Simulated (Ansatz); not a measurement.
# Scan of [SiH$_{3}$···H···N], quartet

Starting geometry:

```xyz
6

Si   -0.8725    0.0000    0.0000
H    -1.3673    1.3997    0.0000
H    -1.3673   -0.6999    1.2122
H    -1.3673   -0.6999   -1.2122
H     0.6122    0.0000    0.0000
N     2.0005    0.0000    0.0000
```

From there H5 is moved from one fragment to the other while all else, the fragments' distance too, stays fixed; atoms are numbered as listed. Energies are in eV, counted from the starting geometry at the same level.

Basis cc-pVDZ; Ansatz 0.2.0. Only valence electrons are correlated (noble-gas cores frozen). Prefix R: restricted or restricted open-shell reference; prefix U: unrestricted.

For open shells CISD is restricted-active-space CI with the open shells as a complete middle space.

Full CI isn't at hand for all of this; UCCSDT(Q) serves as the reference, and is uncertain by about the last step of the cluster series. The frozen core follows each run's orbitals, which can shift R against U totals by a few meV.

```
distance Si1-H5 (Å)  UCCSDT(Q)  error RHF  error CISD  error RCCSD(T)  error UCCSD(T)  error BCCD(T)  error RCCSDT(Q)
              1.381      0.021     -0.167      -0.043          -0.003          -0.004         -0.003            0.000
              1.485      0.000      0.000       0.000           0.000           0.000          0.000            0.000
              1.534      0.035      0.103       0.024           0.002           0.002          0.002            0.000
              1.584      0.078      0.217       0.047           0.003           0.003          0.003            0.000
              1.634      0.115      0.324       0.061           0.004           0.004          0.004            0.000
              1.684      0.143      0.392       0.062           0.004           0.005          0.004            0.000
              1.733      0.164      0.390       0.057           0.004           0.004          0.004            0.000
              1.783      0.193      0.335       0.047           0.003           0.003          0.003            0.000
              1.833      0.254      0.257       0.031           0.002           0.002          0.002            0.000
```

Errors are those of relative energies. In total energy the starting point itself misses UCCSDT(Q) by: RHF 7.096, CISD 0.690, RCCSD(T) 0.033, UCCSD(T) 0.032, BCCD(T) 0.033, RCCSDT(Q) 0.002 eV.

Spread of the error over the points with a reference, to 1.833 Å (largest less smallest): RCCSDT(Q) 0.000, BCCD(T) 0.007, RCCSD(T) 0.008, UCCSD(T) 0.008, CISD 0.105, RHF 0.559 eV.
